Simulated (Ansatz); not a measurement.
Species: ethene, C$_{2}$H$_{4}$ (charge 0, singlet). 
Geometry from a B3LYP-D3(BJ)/def2-TZVP (Ansatz, a quantum-chemistry and plane-wave program) optimisation:
```
C
C 1 1.3246
H 1 1.0833 2 121.73
H 2 1.0833 1 121.73 3 180.00
H 1 1.0833 3 116.54 2 -180.00
H 2 1.0833 4 116.54 1 180.00
```

Basis-set convergence of Hartree-Fock and CCSD(T) correlation energies (hartree) with Ansatz. Correlated levels leave the core frozen unless marked. No spin-orbit coupling. No relativistic terms.

```tsv
basis	functions	E(HF)	E(corr, CCSD(T))
aug-cc-pVDZ	82	-78.04370	-0.32446
aug-cc-pVTZ	184	…	…
```

**Question.** What belongs in the gaps?

**Answer.** 
- aug-cc-pVTZ, E(HF): -78.06489
- aug-cc-pVTZ, E(corr, CCSD(T)): -0.37868
